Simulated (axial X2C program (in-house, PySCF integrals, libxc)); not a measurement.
## Cl₂: from the spin-free to the two-component result

Calculated with an axial X2C code built on PySCF integrals. Spin-free means the one-electron spin-free X2C Hamiltonian; two-component (2c) means X2C with spin–orbit coupling and atomic mean-field two-electron Coulomb and Gaunt terms, so the difference of the two also holds small scalar two-electron terms. Basis: Cl dyall-av3z [9s8p3d2f] (cores contracted in-house); Gaussian nuclei, density fitting, unrestricted open shells. Masses: Cl 34.969 u.

Spin-free state: M_S = 0, Λ = 0 (closed shell); fragments Cl + Cl.

```json
{"level": "PBE0", "Re (Å)": "1.994", "ωe (cm⁻¹)": "573.5", "De (eV)": "2.506"}
{"level": "HF", "Re (Å)": "1.985", "ωe (cm⁻¹)": "610.4", "De (eV)": "0.743"}
{"level": "MP2", "Re (Å)": "1.998", "ωe (cm⁻¹)": "569.5", "De (eV)": "2.498"}
{"level": "CCSD", "Re (Å)": "2.012", "ωe (cm⁻¹)": "553.4", "De (eV)": "2.178"}
{"level": "CCSD(T)", "Re (Å)": "2.020", "ωe (cm⁻¹)": "537.3", "De (eV)": "2.315"}
{"level": "r2SCAN", "Re (Å)": "2.007", "ωe (cm⁻¹)": "549.8", "De (eV)": "2.509"}
```

Correlated methods: 14 electrons correlated (number of frozen shells: Cl 2 s, 1 p), 194 virtual spin orbitals or spinors in MP2, 90 natural virtuals in coupled cluster.

Two-component determinant lowest at the distance of the search:

Ω = 0 (closed shell); fragments Cl + Cl.

```
  level  Re (Å)  ωe (cm⁻¹)  De (eV)
   PBE0   1.994      573.2    2.498
     HF   1.985      610.0    0.624
    MP2   1.999      569.2    2.428
   CCSD   2.012      553.1    2.108
CCSD(T)   2.020      536.9    2.247
 r2SCAN   2.008      549.5    2.507
```

(1) From the two tables, how do the constants change at the CCSD(T) level (2c against spin-free)?

One determinant describes the state; a PBE0 search over occupations chose it and may have missed a lower one. The closed shell is kept restricted, so the energy runs too high when the bond is stretched far. Dissociation energies refer to the lowest single-determinant-based atoms at the same level and basis. CCSD and (T) use frozen natural virtuals with an MP2 correction for the truncation; (T) itself is uncorrected, so its De runs slightly low. A 2c atom that is not at its ground J level misses part of its spin–orbit lowering, and De is too large by that part (0.04 eV or less for light atoms). This holds for PBE0, r2SCAN. The functionals have no current-density term, which raises determinants with orbital currents, atoms included.

## Answers

(1) At the CCSD(T) level Re is unchanged within 0.001 Å and ωe decreases by 0.4 cm⁻¹; De changes by -0.068 eV.
